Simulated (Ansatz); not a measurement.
## Mean errors over 8 atomization energies

Ansatz 0.2.0, functionals in def2-QZVPP, HF, MP2 and coupled cluster extrapolated from def2-TZVPP and def2-QZVPP (exp(−7.88 √X), X^−2.97); geometries are PBE0/def2-TZVP minima. Wave-function levels freeze the cores; HF, MP2 and coupled cluster are restricted for singlets and unrestricted otherwise, atoms included (their steps beyond CCSDT(Q) come from restricted open-shell runs), Kohn–Sham unrestricted where that lies lower. The best estimate adds to that CCSD(T) limit the step from CCSD(T) to the highest level run in a smaller set (CCSDT(Q)/cc-pVDZ, CCSDT(Q)/cc-pVTZ, CCSDTQ/cc-pVDZ, full CI/aug-cc-pVDZ). It lacks core correlation, which semilocal and hybrid functionals hold and which counts in their errors here, (a few kJ/mol in atomization energies of light atoms) is good to about 1 kcal/mol where the step is under 0.06 eV, as here, and is no measured value. An error is the level's value less this estimate. Energies are electronic, without zero-point terms. No spin–orbit coupling and no scalar relativity. CCSD(T)'s error is that step with its sign reversed, by construction, and steps from double-zeta sets run high. The species are chosen: bound, without strong static correlation by their natural occupations or amplitudes, in their lowest spin state as far as vertical gaps and like structures tell, and with a ladder that closes on the reference, so errors are smaller than for species at large; levels whose determinant breaks symmetry or spin markedly are left out.

```
                                                                                            species     quantity                            reference  value (kJ/mol)  error CCSD  error CCSD(T)  error PBE  error BLYP  error B97M-V  error PBE0  error B3LYP
                HN–SH, doublet (N–S 1.625, N–H 1.024, S–H 1.348, angles at S 97°, angles at N 105°)  atomization     limit + step to CCSDT(Q)/cc-pVDZ          1042.1       -33.9           -3.0       61.1        35.2          19.1        10.3         16.9
H2N–CH, singlet (C–N 1.302, N–H 1.012/1.019, C–H 1.108, angles at C 106°, angles at N 114/120/126°)  atomization     limit + step to CCSDT(Q)/cc-pVTZ          1685.1       -34.1           -1.1       58.0        29.0           6.3         7.2         19.3
H2B–OH, singlet (B–O 1.348, B–H 1.196/1.202, O–H 0.961, angles at O 114°, angles at B 117/121/123°)  atomization     limit + step to CCSDT(Q)/cc-pVDZ          1819.2       -24.5           -1.5       20.0         2.5           5.4       -11.1          6.7
                                        O–CH2, singlet (C–O 1.195, C–H 1.109, angles at C 116/122°)  atomization     limit + step to CCSDT(Q)/cc-pVTZ          1562.6       -34.2           -0.8       51.6        18.1          -1.9        -3.9          1.0
                                       Be2H, doublet Σ⁺ (Be–Be 2.148, Be–H 1.348, angle at Be 180°)  atomization  limit + step to full CI/aug-cc-pVDZ           341.4        -7.5           -1.8       35.8        30.2           8.3        38.2         39.2
                                               HCN, singlet (C–N 1.146, C–H 1.069, angle at C 180°)  atomization       limit + step to CCSDTQ/cc-pVDZ          1304.8       -40.5           -2.4       59.4        35.2          -8.6        -2.5          7.2
               HB–OH, doublet (B–O 1.333, B–H 1.201, O–H 0.961, angles at O 115°, angles at B 121°)  atomization     limit + step to CCSDT(Q)/cc-pVDZ          1359.9       -23.7           -1.7       42.5        16.3           7.8         8.5         12.6
                                               BNC, singlet (C–N 1.183, B–N 1.415, angle at N 180°)  atomization       limit + step to CCSDTQ/cc-pVDZ          1275.1       -48.3           -2.6       73.2        37.5          20.9        10.1         10.3
```

```
  level  mean absolute error (kJ/mol)  mean signed error  largest error
CCSD(T)                           1.9               -1.9   -3.0 (HN–SH)
 B97M-V                           9.8                7.1     20.9 (BNC)
   PBE0                          11.4                7.1    38.2 (Be2H)
  B3LYP                          14.1               14.1    39.2 (Be2H)
   BLYP                          25.5               25.5     37.5 (BNC)
   CCSD                          30.8              -30.8    -48.3 (BNC)
    PBE                          50.2               50.2     73.2 (BNC)
```

Errors of one sign throughout: CCSD (too low), PBE (too high).
